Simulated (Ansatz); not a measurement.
Born–Oppenheimer molecular dynamics of BCl2H (4 atoms, charge 0, multiplicity 1). It starts at the highest image of a converged band, a first-order saddle point between two minima.

The calculation used Ansatz 0.2.0, RKS B3LYP-D4/def2-SVP.

```yaml
ensemble: NVE (velocity Verlet)
time_step: 0.5 fs
steps_asked: 200
starting_velocities_drawn_for: 300 K
seed: 8686
```

Frames 2.5 fs apart, positions in Å, forces in eV/Å.

Velocities at 40.0 fs (Å/ps):

```
B 25.27 0.95 24.45
Cl -8.09 -0.12 -11.30
H -65.46 -5.47 60.53
Cl 2.24 -0.01 2.12
```

```xyz
4
Properties=species:S:1:pos:R:3:forces:R:3 time_fs=40.0 energy_less_start_eV=-1.405 T=5734
B 0.296 -0.009 -0.198 -1.64 0.17 -0.64
Cl 1.162 0.000 1.646 -1.76 -0.04 -3.75
H 0.365 0.022 -1.510 2.73 -0.07 2.19
Cl -1.547 0.002 -0.691 0.67 -0.06 2.21
4
Properties=species:S:1:pos:R:3:forces:R:3 time_fs=42.5 energy_less_start_eV=-1.448 T=5896
B 0.354 -0.006 -0.137 -2.18 0.06 1.65
Cl 1.141 0.000 1.615 -1.50 -0.02 -3.34
H 0.293 0.007 -1.314 3.50 -0.01 -0.54
Cl -1.541 0.002 -0.684 0.18 -0.03 2.24
4
Properties=species:S:1:pos:R:3:forces:R:3 time_fs=45.0 energy_less_start_eV=-1.822 T=7352
B 0.400 -0.003 -0.067 -3.08 0.02 3.28
Cl 1.116 -0.001 1.578 -0.91 0.00 -2.09
H 0.425 -0.009 -1.154 3.25 -0.03 -3.21
Cl -1.534 0.002 -0.673 0.74 0.01 2.02
4
Properties=species:S:1:pos:R:3:forces:R:3 time_fs=47.5 energy_less_start_eV=-2.578 T=10247
B 0.429 0.001 0.017 -3.68 -0.09 -3.76
Cl 1.091 -0.001 1.538 0.26 0.02 1.14
H 0.746 -0.027 -1.145 1.51 0.03 0.76
Cl -1.527 0.002 -0.658 1.90 0.03 1.86
4
Properties=species:S:1:pos:R:3:forces:R:3 time_fs=50.0 energy_less_start_eV=-2.131 T=8534
B 0.437 0.003 0.080 -3.33 -0.21 -10.21
Cl 1.066 -0.001 1.500 1.89 0.03 5.92
H 1.151 -0.042 -1.106 -1.23 0.14 2.58
Cl -1.516 0.002 -0.640 2.66 0.04 1.71
4
Properties=species:S:1:pos:R:3:forces:R:3 time_fs=52.5 energy_less_start_eV=-1.564 T=6350
B 0.427 0.005 0.089 -2.73 -0.25 -11.89
Cl 1.044 -0.002 1.471 2.54 0.04 8.81
H 1.489 -0.050 -0.926 -2.86 0.17 1.59
Cl -1.500 0.002 -0.620 3.05 0.04 1.49
4
Properties=species:S:1:pos:R:3:forces:R:3 time_fs=55.0 energy_less_start_eV=-1.717 T=6935
B 0.403 0.005 0.034 -0.88 -0.25 -8.26
Cl 1.026 -0.002 1.458 1.15 0.07 7.64
H 1.662 -0.047 -0.657 -3.38 0.15 -0.51
Cl -1.480 0.002 -0.597 3.12 0.03 1.13
4
Properties=species:S:1:pos:R:3:forces:R:3 time_fs=57.5 energy_less_start_eV=-2.011 T=8071
B 0.373 0.004 -0.067 0.46 -0.18 -2.72
Cl 1.009 -0.002 1.456 -0.70 0.08 5.02
H 1.639 -0.037 -0.419 -2.52 0.07 -2.90
Cl -1.454 0.002 -0.572 2.76 0.03 0.60
4
Properties=species:S:1:pos:R:3:forces:R:3 time_fs=60.0 energy_less_start_eV=-2.106 T=8440
B 0.344 0.002 -0.183 -1.38 -0.05 1.68
Cl 0.992 -0.002 1.464 -1.41 0.06 2.70
H 1.478 -0.021 -0.350 0.92 -0.02 -4.36
Cl -1.423 0.002 -0.546 1.86 0.01 -0.02
4
Properties=species:S:1:pos:R:3:forces:R:3 time_fs=62.5 energy_less_start_eV=-2.444 T=9750
B 0.308 -0.001 -0.291 -1.60 0.00 4.36
Cl 0.973 -0.002 1.476 -1.24 0.01 0.13
H 1.368 -0.007 -0.533 2.68 -0.02 -3.84
Cl -1.390 0.002 -0.520 0.16 0.00 -0.65
4
Properties=species:S:1:pos:R:3:forces:R:3 time_fs=65.0 energy_less_start_eV=-2.893 T=11472
B 0.267 -0.003 -0.376 5.24 0.05 3.54
Cl 0.951 -0.002 1.489 -0.92 -0.02 -1.80
H 1.381 0.006 -0.931 -1.66 -0.03 -0.75
Cl -1.356 0.002 -0.495 -2.66 0.00 -0.99
4
Properties=species:S:1:pos:R:3:forces:R:3 time_fs=67.5 energy_less_start_eV=-2.348 T=9379
B 0.253 -0.006 -0.442 8.11 0.11 1.69
Cl 0.928 -0.001 1.498 -0.50 -0.03 -2.69
H 1.316 0.017 -1.378 -2.66 -0.08 1.92
Cl -1.327 0.003 -0.472 -4.94 0.00 -0.92
```

Of the whole run (100 fs, mean temperature of the second half 7015 K): The conserved energy stayed within 1.6 meV per atom of its start (net change 0.85 meV per atom), so the integration is sound. The kinetic energy rose, since the run started high on the potential surface and went downhill. A run of 0.1 ps of so small a system gives no equilibrium averages. The orbitals stay closed-shell, which can raise the energy where a bond breaks towards radicals; this wasn't checked here.

Run time: 3.3 min on 1 thread of AMD EPYC 7B13 (Zen 3), on a shared host, peak memory 0.11 GiB.
